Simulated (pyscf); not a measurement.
`[F][C][F]` [singlet] + `[CH4]` → `[FH]` + `[CH3][C][F]` [singlet], a four-centre exchange (singlet surface; C–F, C–H broken, F–H, C–C formed). Structures and frequencies: ωB97X-D3(BJ)/def2-SVP in PySCF. MP2 and CC: frozen core, UHF for open shells. ΔMP2 is the change of the MP2 total energy from the triple- to the quadruple-zeta basis. Energies in kcal/mol from the separated reactants.

AM1 to PM7: differences of heats of formation from MOPAC. 

In single points AM1 puts the saddle at 116.6 kcal/mol and the reaction energy at +16.9 kcal/mol. Should these be trusted to within a few kcal/mol? Compare with CCSD(T)/def2-TZVPP + ΔMP2(QZVPP).

CCSD(T)/def2-TZVPP + ΔMP2(QZVPP) gives ΔE‡ = 68.4 kcal/mol and ΔE = +17.5 kcal/mol. AM1 lies 48.2 kcal/mol over it in the barrier and 0.6 kcal/mol under it in the reaction energy, so on this step it does not hold to within 3.0 kcal/mol. CCSD(T)/def2-TZVPP + ΔMP2(QZVPP) has limits of its own. The same reactants have a lower exit, to H₃C–CH(F)–F (barrier +39.5 kcal/mol at ωB97M-D3(BJ), against +67.7 kcal/mol here). H₃C–C:–F [singlet] lies 50.8 kcal/mol over its isomer H₂C=CH–F (electronic energy, ωB97M-D3(BJ)). This is the saddle that the search found; another between the same sides may lie lower. The CCSD(T) − MP2 part came from Ansatz, without density fitting, on the same reference.
